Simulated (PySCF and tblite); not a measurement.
The numbers below are computed, except where a source is named.
Stationary points of C3H7N at B3LYP-D3(BJ)/def2-SVP, in Å:

Structure A

```
 1 C     1.237   -0.471   -0.138
 2 N    -0.096    0.033   -0.393
 3 C    -1.146   -0.362    0.524
 4 C    -0.618    1.034    0.516
 5 H     1.348   -1.469   -0.590
 6 H     1.480   -0.556    0.945
 7 H     1.980    0.198   -0.601
 8 H    -2.120   -0.597    0.080
 9 H    -0.873   -0.990    1.384
10 H    -1.194    1.851    0.065
11 H     0.007    1.332    1.370
```

Structure B

```
 1 C     1.373   -0.514   -0.482
 2 N     0.108   -0.044   -0.041
 3 C    -1.217   -0.353    0.269
 4 C    -0.635    1.058    0.382
 5 H     1.311   -1.600   -0.650
 6 H     2.180   -0.342    0.259
 7 H     1.700   -0.052   -1.438
 8 H    -1.940   -0.554   -0.544
 9 H    -1.451   -0.895    1.204
10 H    -0.960    1.817   -0.354
11 H    -0.472    1.474    1.394
```

Geometries: B3LYP-D3(BJ)/def2-SVP; energies: PBE0/pcSseg-2 + D3(BJ); zero-point and thermal terms from GFN2-xTB harmonic modes (soft modes blended into free rotors).

Problem. Which structure is a saddle point, and along which motion?

Solution. B: one imaginary mode (398i cm⁻¹ at GFN2-xTB, mostly on N2, C1), along the pyramidal inversion at N2.

Problem. Give their symmetry and energies above the lowest.

Solution. A Cs, 0.0 kcal/mol; B Cs, 17.3 kcal/mol.
